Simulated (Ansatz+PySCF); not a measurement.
Results of a calculation; reference values are marked as such.
Input for PySCF 2.14.0:

```python
from pyscf import gto, scf, cc

mol = gto.M(atom="""
B 0.000000 0.000000 0.000000
N 0.000000 0.000000 2.770000
""", basis='cc-pvdz', charge=0, spin=0)
mf = scf.UHF(mol)
mf.kernel()
mycc = cc.CCSD(mf, frozen=2).run()
et = mycc.ccsd_t()
print(mf.e_tot, mycc.e_corr, et, mycc.e_tot + et)
```

The script is written out from the run's settings.

Results

```yaml
Converged: yes
Reference_energy: -78.78890 hartree
CCSD_correlation_energy: -0.24532 hartree
Triples_correction: -0.03618 hartree
Total_energy: -79.07041 hartree
Spin_squared_of_the_determinant: 1.008
```

The reference isn't the lowest determinant (another lies 1.91 eV lower), but the same method gives a higher total on the lower determinant. Caution: large share of triples, a single reference is doubtful; another spin multiplicity may lie lower; the unrestricted determinant is a mixture of spin states.
